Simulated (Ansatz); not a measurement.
Cu₅AgIr₄RuRh: can entropy hold this alloy together?

Level of theory: DFT PBE, scalar-relativistic, plane waves, PAW in Ansatz 0.2.0.

Cutoff 420 eV; k points 7×7×5 on the computed 12-atom cell (Γ-centred); Gaussian smearing, width 0.10 eV; no spin polarisation.

Cells of 12 atoms on a fcc lattice, 1 Ag, 5 Cu, 1 Ru, 4 Ir, 1 Rh, each occupation relaxed without symmetry on a coarser mesh and computed once more. α is the first-shell Warren–Cowley parameter of unlike pairs (negative: unlike neighbours in excess, 0: random), given as its mean and root mean square over the pairs, since a mean near 0 can hide order that cancels. ΔH counts from the elements in their standard crystals.

```csv
cell,mean α,rms α,ΔH (meV/atom),V (Å³/atom),rms shift from sites (Å)
1,-0.07,0.12,180,13.80,0.08
2,-0.25,0.56,182,13.75,0.08
3,0.10,0.61,154,13.71,0.07
```

Q: Weigh the mixing energy against the ideal entropy.

A: Ideal mixing gives S = −k_B Σ x ln x = 1.352 k_B per atom (11.2 J/(mol K)), worth 117 meV/atom at 1000 K. The cell nearest to random, 1, has ΔH = 180 meV/atom. Against the pure elements it breaks even at T = ΔH/S = 1540 K; above that the solution beats the pure elements, but parting into two partly mixed solutions pays up to a higher temperature (2ΔH/k_B, 1.4 times as high, for a regular binary solution at equal shares), and compounds may beat both. ΔH includes the cost of putting the elements on this lattice where they prefer another, and what the coarser relaxation leaves, which can only raise it; vibrational entropy is left out. An error of 8 meV/atom in ΔH, as mesh and relaxation can leave, moves such a temperature by 70 K, and the spread of these cells, 28 meV/atom, by 240 K.

The final mesh leaves forces up to 0.16 eV/Å and stresses up to 0.5 GPa.

Spin–orbit coupling is left out, which can shift energies with elements as heavy as these.